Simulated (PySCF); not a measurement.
**C₄H₄N₂: fields and orbitals**

Aim: take C₄H₄N₂ and see where an electron leaves and enters and localise its valence orbitals.

Method: levels as typed in each script, gas phase, geometry from GFN2-xTB; program: PySCF 2.14.0.

## (1) The starting structure

SMILES `c1cnccn1`, 10 atoms, charge 0, spin multiplicity 1.

Bond lengths: C1–C2 1.389 Å, C1–N6 1.325 Å, C1–H7 1.081 Å, C2–N3 1.323 Å, C2–H8 1.081 Å, N3–C4 1.325 Å, C4–C5 1.389 Å, C4–H9 1.081 Å, C5–N6 1.323 Å, C5–H10 1.081 Å. Angles: C2–C1–N6 121.4°, C2–C1–H7 122.2°, N6–C1–H7 116.4°, C1–C2–N3 121.5°, C1–C2–H8 122.2°, N3–C2–H8 116.3°, C2–N3–C4 117.0°, N3–C4–C5 121.4°, N3–C4–H9 116.4°, C5–C4–H9 122.2°, C4–C5–N6 121.5°, C4–C5–H10 122.2°, N6–C5–H10 116.3°, C1–N6–C5 117.0°.

Coordinates:

```xyz
10
charge 0, multiplicity 1
C     1.12172    0.70663    0.00000
C     1.13647   -0.68266    0.00000
N     0.01601   -1.38591    0.00000
C    -1.12172   -0.70663    0.00000
C    -1.13647    0.68266    0.00000
N    -0.01601    1.38591    0.00000
H     2.03092    1.29201    0.00000
H     2.05788   -1.24862    0.00000
H    -2.03092   -1.29201    0.00000
H    -2.05788    1.24862    0.00000
```

## (2) Removing and adding an electron (PBE/def2-svp)

File input.py:

```python
import numpy as np
from pyscf import gto, scf, dft
from pyscf.scf import atom_ks, atom_hf
from scipy.linalg import block_diag

def solve(mol, dm0=None, hcore=None):
    mf = (dft.UKS if mol.spin else dft.RKS)(mol, xc='pbe')
    mf.grids.level = 3
    mf = mf.density_fit(auxbasis='def2-universal-jkfit')
    mf.conv_tol, mf.max_cycle = 1e-8, 80
    if hcore is not None:
        mf.get_hcore = lambda *args: hcore
    mf.kernel(dm0)
    if not mf.converged:
        mf = mf.newton().run(mf.mo_coeff, mf.mo_occ, max_cycle=30)
    assert mf.converged, 'SCF not converged'
    return mf

mol = gto.M(atom='''
C      1.12172     0.70663     0.00000
C      1.13647    -0.68266     0.00000
N      0.01601    -1.38591     0.00000
C     -1.12172    -0.70663     0.00000
C     -1.13647     0.68266     0.00000
N     -0.01601     1.38591     0.00000
H      2.03092     1.29201     0.00000
H      2.05788    -1.24862     0.00000
H     -2.03092    -1.29201     0.00000
H     -2.05788     1.24862     0.00000
''', basis='def2-svp', charge=0, spin=0, verbose=4)
mf = solve(mol)
out = dict(e0=mf.e_tot, dm0=mf.make_rdm1(), c=mf.mo_coeff, occ=mf.mo_occ, eps=mf.mo_energy)
for name, dq, spin in [('cation', 1, 1), ('anion', -1, 1)]:
    ion = mol.copy().set(charge=mol.charge + dq, spin=spin).build()
    mi = solve(ion)
    if spin and dq > 0 and mol.nao < 130:
        c, _, stable, _ = mi.stability(return_status=True)
        if not stable:
            mi = solve(ion, mi.make_rdm1(c, mi.mo_occ))
    print(name, 'vertical energy change / eV', (mi.e_tot - mf.e_tot) * 27.211386)
    out.update({'e_' + name: mi.e_tot, 'dm_' + name: mi.make_rdm1(), 's2_' + name: mi.spin_square()[0], 'eps_' + name: mi.mo_energy, 'occ_' + name: mi.mo_occ})
# spherically averaged free atoms, for the promolecule
atm = atom_ks.get_atm_nrks(mol, xc='pbe')
pro = block_diag(*[(atm[a[0]][2] * atm[a[0]][3]) @ atm[a[0]][2].T for a in mol._atom])
np.savez('result.npz', pro=pro, **out)
```

Command:

```sh
> OMP_NUM_THREADS=1 python input.py
```

## (4) Localised orbitals (LDA (SVWN)/def2-tzvp)

File input.py:

```python
import numpy as np
from pyscf import gto, scf, dft, lo
from pyscf.data.elements import chemcore

def solve(mol, dm0=None, hcore=None):
    mf = (dft.UKS if mol.spin else dft.RKS)(mol, xc='svwn')
    mf.grids.level = 3
    mf = mf.density_fit(auxbasis='def2-universal-jkfit')
    mf.conv_tol, mf.max_cycle = 1e-8, 80
    if hcore is not None:
        mf.get_hcore = lambda *args: hcore
    mf.kernel(dm0)
    if not mf.converged:
        mf = mf.newton().run(mf.mo_coeff, mf.mo_occ, max_cycle=30)
    assert mf.converged, 'SCF not converged'
    return mf

mol = gto.M(atom='''
C      1.12172     0.70663     0.00000
C      1.13647    -0.68266     0.00000
N      0.01601    -1.38591     0.00000
C     -1.12172    -0.70663     0.00000
C     -1.13647     0.68266     0.00000
N     -0.01601     1.38591     0.00000
H      2.03092     1.29201     0.00000
H      2.05788    -1.24862     0.00000
H     -2.03092    -1.29201     0.00000
H     -2.05788     1.24862     0.00000
''', basis='def2-tzvp', charge=0, spin=0, verbose=4)
mf = solve(mol)
occ_all = mf.mo_coeff[:, mf.mo_occ > 0]
occ = occ_all[:, chemcore(mol):]
loc = lo.ibo.ibo(mol, occ, iaos=lo.iao.iao(mol, occ_all))
fock, s = mf.get_fock(), mf.get_ovlp()
ortho = lo.orth_ao(mol, 'meta_lowdin')
ortho = lo.vec_lowdin(lo.iao.iao(mol, occ_all), s)
labels = lo.iao.reference_mol(mol).ao_labels(fmt=None)
vir = lo.vvo.livvo(mol, occ_all, mf.mo_coeff[:, mf.mo_occ == 0])
both = np.hstack([loc, vir])
p = (ortho.T @ s @ both) ** 2
pop = np.array([p[[l[0] == a for l in labels]].sum(0) for a in range(mol.natm)])
spd = np.array([[p[[l[0] == a and l[2][-1] == k for l in labels]].sum(0) for k in 'spd'] for a in range(mol.natm)])
eps = np.einsum('pi,pq,qi->i', both, fock, both)
for i in np.argsort(eps):
    top = np.argsort(-pop[:, i])[:3]
    print('%3d %s %9.4f Eh ' % (i + 1, 'occ' if i < loc.shape[1] else 'vir', eps[i]), '  '.join('%s%d %.3f' % (mol.atom_symbol(a), a + 1, pop[a, i]) for a in top))
np.savez('result.npz', c=both, nocc=loc.shape[1], pop=pop, spd=spd, eps=eps, e=mf.e_tot)
```

(Steps that only read results are left out.)

**Question.** What will these runs give? Wanted: vertical ionisation energy; vertical electron affinity.

**Answer**, as computed:

```
                                                       quantity     value
                      vertical ionisation energy (PBE/def2-svp)   8.85 eV
                      vertical electron affinity (PBE/def2-svp)  -0.89 eV
localised occupied orbitals above −45 eV (LDA (SVWN)/def2-tzvp)        15
```

The ionisation energy from two SCF runs, 8.85 eV, lies 3.3 eV above −ε(HOMO) = 5.52 eV of the same level, PBE/def2-svp, since self-interaction lifts this functional's HOMO. The geometry was not optimised at these levels.
